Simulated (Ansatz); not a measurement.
**Molecular dynamics, step by step**

LiH2O (SMILES [Li][OH2+]) (charge +1), closed shell, CAM-B3LYP-D4/def2-SVP (Ansatz 0.2.0). Settings (timestep in fs, temperature in K, friction in 1/fs; T counts 12 degrees of freedom, while the starting velocities carry no drift of the centre of mass, so T starts below the set value):

```yaml
hamiltonian: {xc: {name: CAM-B3LYP}, dispersion: d4}
md: {n_steps: 40, timestep: 0.5, temperature: 1500, ensemble: nvt_langevin, seed: 827, friction: 0.002, initial_velocities: maxwell_boltzmann}
```

Start (the SMILES describes the start alone):

```xyz
4
angstrom
Li -1.1802 0.9494 -0.5583
O 0.1002 -0.0795 0.0468
H 0.8086 0.1409 0.6700
H 0.2714 -1.0109 -0.1585
```

| step | time (fs) | potential energy less the start (meV) | kinetic energy (meV) | T (K) |
| --- | --- | --- | --- | --- |
| 0 | 0.00 | 0.0 | 581.7 | 1125 |
| 2 | 1.00 | 72.2 | 533.4 | 1032 |
| 4 | 2.00 | 180.1 | 439.1 | 849 |
| 6 | 3.00 | 173.2 | 454.0 | 878 |
| 8 | 4.00 | 197.8 | 417.8 | 808 |
| 10 | 5.00 | 315.9 | 323.4 | 625 |
| 12 | 6.00 | 410.0 | 246.7 | 477 |
| 14 | 7.00 | 382.0 | 262.5 | 508 |
| 16 | 8.00 | 256.1 | 397.3 | 768 |
| 18 | 9.00 | 155.6 | 483.5 | 935 |
| 20 | 10.00 | 178.3 | 425.4 | 823 |
| 22 | 11.00 | 214.1 | 373.9 | 723 |
| 24 | 12.00 | 193.9 | 379.8 | 735 |
| 26 | 13.00 | 257.3 | 333.0 | 644 |
| 28 | 14.00 | 410.5 | 171.2 | 331 |
| 30 | 15.00 | 522.3 | 66.1 | 128 |
| 32 | 16.00 | 517.2 | 86.7 | 168 |
| 34 | 17.00 | 405.3 | 199.8 | 386 |
| 36 | 18.00 | 293.4 | 347.8 | 673 |
| 38 | 19.00 | 295.7 | 323.6 | 626 |
| 40 | 20.00 | 287.8 | 339.1 | 656 |

Step 6, positions (Å) and forces (eV/Å):

```json
{"atom": "Li1", "x": "-1.201", "y": "0.971", "z": "-0.605", "Fx": "0.059", "Fy": "-0.008", "Fz": "0.084"}
{"atom": "O2", "x": "0.119", "y": "-0.091", "z": "0.077", "Fx": "-2.915", "Fy": "-0.742", "Fz": "-2.253"}
{"atom": "H3", "x": "0.805", "y": "0.233", "z": "0.615", "Fx": "2.030", "Fy": "-0.132", "Fz": "1.255"}
{"atom": "H4", "x": "0.154", "y": "-1.024", "z": "-0.251", "Fx": "0.826", "Fy": "0.882", "Fz": "0.914"}
```

Step 28, positions (Å) and forces (eV/Å):

```csv
atom,x,y,z,Fx,Fy,Fz
Li1,-1.235,1.052,-0.737,0.570,-0.351,0.443
O2,0.121,-0.090,0.157,3.127,-0.756,0.260
H3,1.100,-0.062,0.508,-2.513,1.233,-0.388
H4,0.280,-1.007,-0.146,-1.184,-0.126,-0.316
```

Step 34, positions (Å) and forces (eV/Å):

```tsv
atom	x	y	z	Fx	Fy	Fz
Li1	-1.233	1.064	-0.752	0.584	-0.374	0.451
O2	0.119	-0.090	0.167	2.390	-0.263	0.173
H3	1.086	-0.079	0.482	-1.684	1.508	-0.067
H4	0.254	-1.012	-0.080	-1.290	-0.870	-0.557
```

Last step (40):

Li1  (-1.226, 1.071, -0.767)
O2  (0.123, -0.093, 0.179)
H3  (0.979, 0.026, 0.470)
H4  (0.117, -1.073, -0.062)
(Å)

Hardware: 2 CPU threads of an Arm Neoverse V2, shared host. Wall time about 11 s.
